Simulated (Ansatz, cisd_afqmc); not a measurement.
System: SiO, charge 1, doublet. SiO+ (parent SMILES [O+]#[Si-], doublet).
B3LYP-D3(BJ)/def2-TZVP minimum from Ansatz (an electronic-structure program):
```xyz
2

Si     0.0000     0.0000    -0.5538
O      0.0000     0.0000     0.9691
```
Charge +1, spin multiplicity 2.

Total energies in cc-pV(T+d)Z, 9 correlated electrons, 6 frozen orbitals. Open shells are spin-unrestricted; no spin-orbit coupling. Cores are frozen in correlated methods. No relativity. The Monte Carlo rows (phaseless AFQMC, CISD trial, step 0.005/hartree) carry one-sigma bars that omit the constraint's bias. Outlying blocks are dropped, and bars are widened where a walk drifts. Over all cases where full CI ran beside it in this data, AFQMC minus full CI had a median of +0.1 mEh and passed +0.4 mEh in a tenth of the cases. The UHF reference of OSi+ (parent SMILES [O+]#[Si-], doublet) is spin-contaminated (<S^2> up to 0.05 over the pure value in the sets run). The determinant of OSi+ (parent SMILES [O+]#[Si-], doublet) is a saddle point of the SCF energy; a lower one exists, which strains HF and MP2.

| method | program | energy (Eh) | minus CCSDT(Q) (mEh) |
|---|---|---|---|
| HF | Ansatz | -363.46174 | 320.32 |
| MP2 | Ansatz | -363.73493 | 47.13 |
| CCSD | Ansatz | -363.76245 | 19.61 |
| CCSD(T) | Ansatz | -363.77754 | 4.52 |
| CCSDT(Q) | Ansatz | -363.78206 | 0.00 |
| AFQMC/CISD | cisd_afqmc | -363.7789 ± 0.0004 | 3.1 ± 0.4 |

Rough core times of Ansatz's runs on a shared machine: CCSD(T) under 20 s, CCSDT(Q) 80 s.
